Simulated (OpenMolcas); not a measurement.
A ladder of methods for SiH3O (SMILES O[SiH2])

The species is SiH3O (5 atoms), meant as a doublet with charge 0. SMILES: `O[SiH2]`. Geometry: relaxed at GFN2-xTB. This is one conformer, not always the lowest.

```xyz
5

O     0.5573   -0.4338    0.7985
Si    0.0019    0.3419   -0.5339
H     0.7257   -1.3707    0.8148
H    -1.2448   -0.2536   -1.0008
H    -0.0401    1.7160   -0.0786
```

Quantity: the energy change with the Si2–H4 bond stretched from 1.458 to 2.188 Å, in eV. The values are calculated.

```json
{"level": "ROHF/STO-3G", "kind": "Hartree–Fock", "program": "OpenMolcas", "value (eV)": "3.04", "less FCI/STO-3G": "+0.82"}
{"level": "USVWN5/STO-3G", "kind": "LDA", "program": "OpenMolcas", "value (eV)": "2.19", "less FCI/STO-3G": "-0.03"}
{"level": "UPBE/STO-3G", "kind": "GGA", "program": "OpenMolcas", "value (eV)": "2.06", "less FCI/STO-3G": "-0.16"}
{"level": "U-r2SCAN/STO-3G", "kind": "meta-GGA", "program": "OpenMolcas", "value (eV)": "2.22", "less FCI/STO-3G": "0.00"}
{"level": "UB3LYP/STO-3G", "kind": "global hybrid", "program": "OpenMolcas", "value (eV)": "2.23", "less FCI/STO-3G": "+0.01"}
{"level": "CASSCF(3,3)/STO-3G", "kind": "multireference", "program": "OpenMolcas", "value (eV)": "2.35", "less FCI/STO-3G": "+0.13"}
{"level": "ROCCSD(T)/STO-3G", "kind": "coupled cluster or CI", "program": "OpenMolcas", "value (eV)": "1.94", "less FCI/STO-3G": "-0.28"}
{"level": "FCI/STO-3G", "kind": "exact in the basis", "program": "OpenMolcas", "value (eV)": "2.22", "less FCI/STO-3G": "0.00"}
```

FCI/STO-3G is exact within its basis and frozen core, so for wave-function methods in that basis the difference is their error; functionals converge differently with the basis, so for them it is only a difference. The first shape isn't each level's own minimum. The values span 1.94 to 3.04 eV. All rows use very small basis sets, so even the best lies far from the true value.
